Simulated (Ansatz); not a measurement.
## BNH4 (BH2(NH2)): the energy, rung by rung

BNH4 has 6 atoms, charge 0, and is taken as a singlet. As SMILES, `[H]B([H])N`. The coordinates come from a GFN2-xTB relaxation.

```xyz
6

B     0.3419    0.5951    0.0037
H     1.3301    0.6743    0.6274
H    -0.0786    1.4968   -0.6141
N    -0.3454   -0.5987   -0.0039
H    -1.1993   -0.7506   -0.5151
H    -0.0488   -1.4170    0.5020
```

Each level gives the energy change with the B1–H2 bond stretched from 1.171 to 1.464 Å (eV). The values are calculated.

```tsv
level	kind	program	value (eV)	less FCI/STO-3G
HF/STO-3G (restricted)	Hartree–Fock	Ansatz	1.13	+0.30
SVWN5/STO-3G (restricted)	LDA	Ansatz	0.88	+0.05
revPBE/STO-3G (restricted)	GGA	Ansatz	0.81	-0.02
PBE0/STO-3G (restricted)	global hybrid	Ansatz	0.94	+0.11
CAM-B3LYP/STO-3G (restricted)	range-separated hybrid	Ansatz	0.95	+0.12
wB97X/STO-3G (restricted)	range-separated hybrid	Ansatz	0.94	+0.11
MP2/STO-3G (restricted)	perturbation theory	Ansatz	0.96	+0.13
CCSD(T)/STO-3G (restricted)	coupled cluster or CI	Ansatz	0.83	0.00
FCI/STO-3G	exact in the basis	Ansatz	0.83	0.00
```

FCI/STO-3G is exact within its basis and frozen core, so for wave-function methods in that basis the difference is their error; functionals converge differently with the basis, so for them it is only a difference. The first shape isn't each level's own minimum. The values span 0.81 to 1.13 eV. All rows use very small basis sets, so even the best lies far from the true value.
